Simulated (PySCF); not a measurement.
Species: FH2P.
Bonds: F1–P2. Hydrogens: H3, H4 on P2.

Level of theory: PBE0-D3(BJ)/def2-SVP geometry optimisation, gas phase (PySCF).

Task: List the bond lengths and angles at this level.

Result: 
```
        bond  length (bohr)
       F1–P2          3.071
P2–H3, P2–H4          2.713
```

Bonds in one row agree within 0.02 bohr and their mean is given. A selection of angles:
```
   angle  degrees
F1–P2–H3     98.1
H3–P2–H4     91.3
```

P2 (three-coordinate phosphorus) is pyramidal (angles 98.1°, 98.1° and 91.3°, sum 287.5°, 0.77 Å off the plane of its three neighbours).

Point group: Cs (every atom within 0.08 Å of its image). No PBE0-D3(BJ)/def2-SVP frequencies stand behind this structure, so it isn't proved a minimum.

Hardware: Arm Neoverse N1, one thread, on a shared host. Cost: 4.8 s, 0.26 GiB resident at most. That covers the optimisation of the geometry.

***

Species: (H3Si)2O.
Bonds: Si1–O5, O5–Si6. Hydrogens: H2, H3, H4 on Si1; H7, H8, H9 on Si6.

Method used: PySCF, PBE0-D3(BJ)/def2-SVP geometry optimisation, gas phase.

(1) List the bond lengths and angles at this level.

Results:

(1) 
```
                   bond  length (Å)
Si1–H2 and 5 like bonds       1.493
         Si1–O5, O5–Si6       1.656
```

Bonds in one row agree within 0.01 Å and their mean is given. A selection of angles:
```
     angle  degrees
 H2–Si1–H3    109.5
 H2–Si1–O5    110.2
 H3–Si1–O5    108.4
Si1–O5–Si6    147.8
```

Si1 (silicon bonded to O and 3 H) is tetrahedral (angles from 108.4° to 110.4°).

Point group: near C2v, missed by 0.20 Å at most; the miss may be what the optimiser left on a soft mode (C2 holds within 0.08 Å). No PBE0-D3(BJ)/def2-SVP frequencies stand behind this structure, so it isn't proved a minimum.
